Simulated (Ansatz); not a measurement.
[Br···H···GeH$_{3}$], doublet: transfer scan

Starting geometry:

```yaml
atoms:
  - { symbol: Br, position_ang: [-1.8661, 0.0000, 0.0000] }
  - { symbol: H, position_ang: [-0.4455, 0.0000, 0.0000] }
  - { symbol: Ge, position_ang: [1.9579, 0.0000, 0.0000] }
  - { symbol: H, position_ang: [2.4266, -1.4659, 0.0000] }
  - { symbol: H, position_ang: [2.4266, 0.7330, -1.2695] }
  - { symbol: H, position_ang: [2.4266, 0.7330, 1.2695] }
```

From there H2 is moved from one fragment to the other while all else, the fragments' distance too, stays fixed, so the hump isn't the reaction's barrier; atoms are numbered as listed. Energies are in kJ/mol, counted from the starting geometry at the same level. Kohn–Sham curves are unrestricted where that lies lower.

Basis cc-pVDZ; Ansatz 0.2.0. Only valence electrons are correlated (noble-gas cores and the filled d shells of p-block atoms frozen). Prefix R: restricted or restricted open-shell reference; prefix U: unrestricted. No spin–orbit coupling is included, and no scalar relativity.

Full CI isn't at hand for all of this; UCCSDT(Q) serves as the reference, and is uncertain by about the last step of the cluster series.

| distance Br1-H2 (Å) | PBE |
| --- | --- |
| 1.421 | 0.0 |
| 1.545 | -3.9 |
| 1.795 | 13.2 |
| 2.044 | 11.2 |
| 2.294 | 13.5 |

Problem. Estimate the UCCSDT(Q) curve in cc-pVDZ from this one, knowing how PBE errs.

Solution. The computed UCCSDT(Q) values, in kJ/mol from the starting point, and the error of PBE against them:
| distance Br1-H2 (Å) | UCCSDT(Q) | PBE less UCCSDT(Q) |
| --- | --- | --- |
| 1.421 | 0.0 | 0.0 |
| 1.545 | 6.9 | -10.8 |
| 1.795 | 38.7 | -25.5 |
| 2.044 | 24.5 | -13.3 |
| 2.294 | 3.8 | 9.8 |

The error spans 35.2 kJ/mol and is largest, -25.5 kJ/mol, at 1.795 Å.

In so small a basis the reference is far from its limit while semilocal and hybrid functionals are nearer theirs, so the functionals' errors here hold much of the reference's basis and frozen-core error, which can add to them or hide them.
